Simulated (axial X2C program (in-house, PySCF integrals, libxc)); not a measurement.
**Outer orbitals of BP⁻ at 1.700 Å, TPSS**

Calculated with an in-house relativistic program for diatomic molecules. Spin-free means the one-electron spin-free X2C Hamiltonian; two-component (2c) means X2C with spin–orbit coupling and atomic mean-field two-electron Coulomb and Gaunt terms, so the difference of the two also holds small scalar two-electron terms. Basis: P dyall-av3z [9s8p3d2f], B dyall-av3z [8s7p3d2f] (cores contracted in-house); Gaussian nuclei, density fitting, unrestricted open shells. Masses: P 30.974 u, B 11.009 u.

The distance is close to the 2c PBE0 minimum; the highest filled and lowest empty levels are listed.

Spin-free orbitals, state M_S = 1/2, Λ = 0 (beyond evenly filled blocks: σα) (Löwdin shares):

| symmetry | occupied | ε (eV) | atomic character |
| --- | --- | --- | --- |
| σα | yes | -8.99 | 48% P s, 24% B s, 16% B p |
| σβ | yes | -8.68 | 51% P s, 22% B s, 18% B p |
| σα | yes | -3.14 | 39% P p, 28% B s, 12% P s |
| σβ | yes | -2.34 | 52% P p, 22% B s, 12% P s |
| σα | yes | -0.33 | 47% B p, 26% P p, 13% B s |
| π+α | yes | 0.06 | 51% P p, 40% B p, 4% B d |
| π-α | yes | 0.06 | 51% P p, 40% B p, 4% B d |
| π+β | yes | 0.16 | 56% P p, 33% B p, 6% B d |
| π-β | yes | 0.16 | 56% P p, 33% B p, 6% B d |
| σβ | no | 1.64 | 42% B p, 31% B s, 12% P p |
| σα | no | 2.70 | 93% B p, 4% P p |
| π+α | no | 2.84 | 94% B p, 3% B d, 2% P p |
| π-α | no | 2.84 | 94% B p, 3% B d, 2% P p |
| σβ | no | 2.84 | 81% B p, 9% P p, 8% B s |

The highest filled level is positive, so this functional does not bind it, and the empty levels of an anion are set by the basis.

Spinors with spin–orbit coupling (state Ω = 1/2):

```csv
ω,occupied,ε (eV),atomic character,λ mixture
1/2,yes,-8.99,"48% P s, 24% B s, 16% B p",100% σ
-1/2,yes,-8.68,"51% P s, 22% B s, 18% B p",100% σ
1/2,yes,-3.14,"39% P p, 28% B s, 12% P s",100% σ
-1/2,yes,-2.34,"52% P p, 22% B s, 12% P s",100% σ
1/2,yes,-0.33,"47% B p, 26% P p, 13% B s",100% σ
-1/2,yes,0.05,"51% P p, 39% B p, 4% B d",100% π
3/2,yes,0.06,"51% P p, 40% B p, 4% B d",100% π
1/2,yes,0.15,"56% P p, 33% B p, 6% B d",100% π
-3/2,yes,0.17,"56% P p, 33% B p, 6% B d",100% π
-1/2,no,1.64,"42% B p, 31% B s, 12% P p",100% σ
1/2,no,2.72,"94% B p, 3% P p",100% σ
-1/2,no,2.84,"94% B p, 3% B d, 2% P p",100% π
3/2,no,2.84,"94% B p, 3% B d, 2% P p",100% π
```

The highest filled level is positive, so this functional does not bind it, and the empty levels of an anion are set by the basis.

Mulliken charges and populations of the two-component result (they depend on the basis, above all on diffuse functions):

P -0.55 e (s 5.75 p 9.75 d 0.05), B -0.45 e (s 3.39 p 1.99 d 0.07 f 0.01). ⟨Lz⟩ = 0.00 ħ and ⟨Sz⟩ = 0.50 ħ (0.02 and 0.48 on the two atoms), which add up to Ω.

Occupations by symmetry block were frozen at the best pattern of an incomplete PBE0 search. Density functionals use the spin component along the axis (collinear). The highest occupied level of some functionals is positive through self-interaction error; at Hartree–Fock it is bound.
